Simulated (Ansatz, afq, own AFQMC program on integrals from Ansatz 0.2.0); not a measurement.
AFQMC on a folder of integrals that Ansatz 0.2.0 wrote.

```yaml
crystal:
  periodic: [false, false, false]
  atoms:
    - {symbol: B, position_ang: [0.000000, 0.059110, 0.740549]}
    - {symbol: O, position_ang: [0.000000, -0.099827, -0.597826]}
    - {symbol: H, position_ang: [0.000000, 1.158248, 1.226704]}
    - {symbol: H, position_ang: [0.000000, -0.937399, 1.402080]}
    - {symbol: H, position_ang: [0.000000, 0.729726, -1.082284]}
basis:
  gaussian: {orbitals: cc-pVDZ}
magnetization: {spin_polarized: false}
correlation: {method: ccsd_t, electrons: outside_noble_gas, hamiltonian_folder: ham}
```

```sh
$ ansatz run in.yaml --threads 1 --pin off --events-out ev --progress --plain --max-ram 1843MiB
```

Options of the walk:

```
--method phaseless --trial hf --walkers 120 --populations 1 --least-time 40 --time-step 0.005 --steps-per-block 20 --equilibration-blocks 112 --max-blocks 600 --target-error 0.00126 --factor-cut 1e-05 --seed 9581 --taylor-order 6
```

Times are imaginary, in 1/Eh. The walk had a cap of 733 s.

Log:

```
orbitals 41  electrons 6 6  factors 322 of 388
reference energy -101.33294334 Eh
CCSD correlation -0.30105438 Eh in 9 cycles, weight of the determinant in the CISD state 0.9026
energy of the start -101.332943 Eh
 block  time / (1/Eh)  mean weight  energy / Eh
     1     0.100  1.0023  -101.430348
     2     0.200  1.0014  -101.482905
     3     0.300  1.0027  -101.506414
     4     0.400  0.9997  -101.553520
     5     0.500  1.0016  -101.571006
     8     0.800  1.0011  -101.605296
    18     1.800  1.0023  -101.616755
    69     6.900  1.0002  -101.677706
   103    10.300  0.9983  -101.747739
   120    12.000  1.0003  -101.633267
   171    17.100  1.0016  -101.659723
   222    22.200  1.0030  -101.666425
   273    27.300  0.9989  -101.646131
   324    32.400  0.9982  -101.654078
   358    35.800  0.9984  -101.604919
   375    37.500  1.0000  -101.622698
   426    42.600  0.9998  -101.664767
   477    47.700  0.9968  -101.644758
   528    52.800  1.0012  -101.654740
   579    57.900  1.0023  -101.663802
   630    63.000  1.0007  -101.630217
   681    68.100  1.0007  -101.628143
   698    69.800  0.9980  -101.623224
blocks merged  error / Eh  count
     1  0.001001  600
     2  0.001306  300
     4  0.001632  150
     8  0.001986  75
    16  0.002517  37
    32  0.003053  18
    64  0.003693  9
energy -101.644988 +/- 0.003053 Eh
(rows thinned)
```

The run passed its tests (sampling time, drift between the halves within three errors, error under three times the target), which doesn't prove that it has relaxed.

Against this walk (error 83.1 meV) on the same determinant: CCSD(T) 121.0 meV higher (within the noise), CCSDT(Q) 90.7 meV higher (within the noise), a separate phaseless walk with a CISD trial and standard settings 91.6 ± 84.1 meV higher (within the noise). The error is statistical and leaves out the bias of the constraint.

Cautions: constraint bias not in the error; error above the target (83.1 against 34.3 meV).

The walk took 3.4 min on 1 thread of Arm Neoverse V1 (shared host). The log's last line is the phaseless energy.

CCSDT and higher add their correlation energy to the determinant of the CCSD(T) run, since their own runs factorise the integrals more tightly (a shift of under 2 meV). A walk keeps the symmetry of its determinant, which the program's search chose and which needn't be the lowest solution, so a lower state of the same spin and another symmetry isn't excluded.
